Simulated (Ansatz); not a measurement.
Cartesian coordinates in Å:
```
B -0.533 0.991 0.272
C -0.234 -0.479 -0.078
N 0.949 -0.965 -0.321
H -1.378 1.351 -0.535
H 0.478 1.666 0.288
H -1.125 0.937 1.343
H -1.024 -1.230 -0.143
H 1.124 -1.933 -0.543
H 1.742 -0.339 -0.284
```

The species carries charge 0 and has multiplicity 1. The bonds changed during the relaxation, so this is another structure than the one it started from.

(1) List the PBE0/def2-TZVPP orbital energies in eV (Ansatz). (Best estimate.)

Answers

(1) The calculation gave: Occupied: -393.64, -280.24, -181.72, -27.51, -19.44, -16.79, -14.87, -12.61, -11.40, -8.93, -7.95, -7.80. Lowest empty: -1.30, 0.30, 1.43, 2.11, 3.14, 3.37, 3.48, 4.30.
